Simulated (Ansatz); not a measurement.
Basis-set extrapolation for `CCCCC(C)(C)C` (PBE0-D4/def2-TZVP geometry, frozen core, Ansatz 0.2.0). Multiplicity 1, RHF reference.

```json
{"": "HF", "def2-TZVPP": "-313.547653", "def2-QZVPP": "-313.562479"}
{"": "MP2 correlation", "def2-TZVPP": "-1.424362", "def2-QZVPP": "-1.511312"}
{"": "CCSD(T) correlation", "def2-TZVPP": "-1.573361", "def2-QZVPP": "not run"}
```

Energies in hartree. Use E(X) = E(∞) + A·exp(−7.88·√X) for Hartree–Fock and E(X) = E(∞) + B·X^(−2.97) for correlation, with X = 3 and 4, and add CCSD(T) minus MP2 of the smaller set to the MP2 limit.

Task: What is the CCSD(T) energy at the basis-set limit?

Result: HF limit: -313.562479 + (-0.014826) × 0.13774 = -313.56452. MP2 limit: -1.511312 + (-0.086950) × 0.74074 = -1.57572. Higher-order term: -1.573361 − (-1.424362) = -0.14900. Total: -315.28924 hartree, 441.7 kJ/mol below CCSD(T)/def2-TZVPP.
